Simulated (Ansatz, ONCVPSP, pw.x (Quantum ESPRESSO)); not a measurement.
**pw.x on diamond Ge: one setting changed**

Potential: optimised norm-conserving Vanderbilt (ONCV), ONCVPSP 4.0.1.1 (patched build), PBE; core [Ar] 3d10, reference 4s1.75 4p2.25; waves: 4s: rc 1.55 bohr, ncon 3, nbas 6, qcut 4.5 1/bohr, 1 projector; 4p: rc 2.30 bohr, ncon 3, nbas 7, qcut 3.6 1/bohr, 2 projectors, debl 0.7 Ha; d scattering state at 0.39 Ha: rc 2.78 bohr, ncon 3, nbas 6, qcut 5.5 1/bohr, 2 projectors, debl 4 Ha; local part: polynomial inside 1.35 bohr (lpopt 5, dvloc0 0 Ha); core correction: none.

The reference run (k-mesh 8³, cutoffs 40/160 Ry, Fermi–Dirac 0.01 Ry, mixing_beta 0.4, conv_thr 1e-9, no spin) gives 0.30 GPa at 23.951 Å³/atom, where all-electron LAPW gives 0.00 GPa. This run, with its own iteration cap, changes degauss to 0.002.

```
&control
  calculation='scf', prefix='x', pseudo_dir='./', outdir='./tmp', tstress=.true., disk_io='none'
/
&system
  ibrav=0, nat=2, ntyp=1, ecutwfc=40, ecutrho=160, nbnd=11,
  occupations='smearing', smearing='fd', degauss=0.002
/
&electrons
  conv_thr=1e-09, mixing_beta=0.4, electron_maxstep=60
/
ATOMIC_SPECIES
Ge 1.0 Ge.UPF
CELL_PARAMETERS angstrom
  0.00000000 2.88253474 2.88253474
  2.88253474 0.00000000 2.88253474
  2.88253474 2.88253474 0.00000000
ATOMIC_POSITIONS crystal
Ge 0.0000 0.0000 0.0000
Ge 0.2500 0.2500 0.2500
K_POINTS automatic
8 8 8 0 0 0
```

```bash
pw.x < Ge.scf.in > Ge.scf.out
```

How does the run end?

It converges in 7 iterations; the free energy moves by +2.8 meV/atom and the pressure by -0.11 GPa. In a metal, with Fermi–Dirac smearing, F lies below its zero-width value by a term in the square of the width.

```
Message from routine setup:
     using ibrav=0 with symmetry is DISCOURAGED, use correct ibrav instead
     lattice parameter (alat)  =       7.7035  a.u.
     unit-cell volume          =     323.2587 (a.u.)^3
     number of electrons       =         8.00
     number of Kohn-Sham states=           11
     kinetic-energy cutoff     =      40.0000  Ry
     charge density cutoff     =     160.0000  Ry
     scf convergence threshold =      1.0E-09
     Exchange-correlation= PBE
     number of k points=    29  Fermi-Dirac smearing, width (Ry)=  0.0020
     iteration #  1     ecut=    40.00 Ry     beta= 0.40
     total energy              =     -15.76265780 Ry
     estimated scf accuracy    <       0.03976074 Ry
     iteration #  2     ecut=    40.00 Ry     beta= 0.40
     total energy              =     -15.76095185 Ry
     estimated scf accuracy    <       0.01101162 Ry
     iteration #  3     ecut=    40.00 Ry     beta= 0.40
     total energy              =     -15.76156841 Ry
     estimated scf accuracy    <       0.00014406 Ry
     iteration #  4     ecut=    40.00 Ry     beta= 0.40
     total energy              =     -15.76160748 Ry
     estimated scf accuracy    <       0.00000268 Ry
     iteration #  5     ecut=    40.00 Ry     beta= 0.40
     total energy              =     -15.76160807 Ry
     estimated scf accuracy    <       0.00000020 Ry
     iteration #  6     ecut=    40.00 Ry     beta= 0.40
     total energy              =     -15.76160809 Ry
     estimated scf accuracy    <       0.00000001 Ry
     iteration #  7     ecut=    40.00 Ry     beta= 0.40
     the Fermi energy is     5.2054 ev
!    total energy              =     -15.76160809 Ry
     estimated scf accuracy    <          9.2E-11 Ry
     smearing contrib. (-TS)   =      -0.00003103 Ry
     The total energy is F=E-TS. E is the sum of the following terms:
     one-electron contribution =       3.47788217 Ry
     hartree contribution      =       1.21212450 Ry
     xc contribution           =      -4.62900518 Ry
     ewald contribution        =     -15.82257855 Ry
     convergence has been achieved in   7 iterations
          total   stress  (Ry/bohr**3)                   (kbar)     P=        1.86
     Message from routine punch:
     Nothing written, as per user request (disk_io='none')
```

The run took about 3.5 s on one core of a shared host (Intel(R) Xeon(R) 6975P-C, 192 threads, 378 GiB, load 69).
